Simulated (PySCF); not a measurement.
Molecule: `InChI=1S/C4H7F/c1-2-3-4-5/h2H,1,3-4H2`.

Bonds (- single, = double, # triple, : aromatic): C1=C2, C2-C3, C3-C4, C4-F5. C1 carries H6, H7; C2 carries H8; C3 carries H9, H10; C4 carries H11, H12. H7 is cis to C3; H6 is trans to C3.

Frames of a GFN2-xTB Langevin trajectory at 600 K; GIAO PBE0/pcSseg-1 shieldings in PySCF, gas phase, non-relativistic; equivalent atoms averaged within each frame.

δ = σ(ref) − σ, references computed at the same level: $^{13}$C (186.93 ppm) and $^{1}$H (31.72 ppm) vs TMS; $^{19}$F (170.95 ppm) vs CFCl3. The references are static minima.

Q: How do the shifts (ppm) fluctuate along the trajectory?

A: 
```tsv
time (fs)	C2	C1	C4	C3	F5	H6	H8	H7	H11/H12	H9/H10
optimised geometry	145.3	122.4	88.0	42.2	-248.0	5.41	6.59	5.41	4.78	2.36
250	144.1	130.7	96.2	39.8	-233.4	5.77	5.72	4.56	4.49	1.83
425	154.9	126.6	92.0	43.7	-246.5	6.81	6.50	6.56	4.87	2.54
625	156.1	125.1	92.8	42.4	-239.6	5.99	7.32	5.43	5.29	3.01
800	156.8	123.0	92.8	30.6	-237.0	4.93	7.72	5.83	5.13	1.45
1000	149.3	129.9	92.0	38.0	-215.2	5.51	6.28	6.23	4.75	2.45
mean of frames	152.3	127.1	93.2	38.9	-234.3	5.80	6.71	5.72	4.91	2.26
standard deviation	5.4	3.2	1.8	5.1	11.7	0.69	0.81	0.78	0.31	0.62
```

5 frames give an uncertainty of the mean of about the standard deviation over 2.2 at best, since frames this close in time may not be independent; classical motion lacks zero-point vibration, and the reference would need the same averaging.
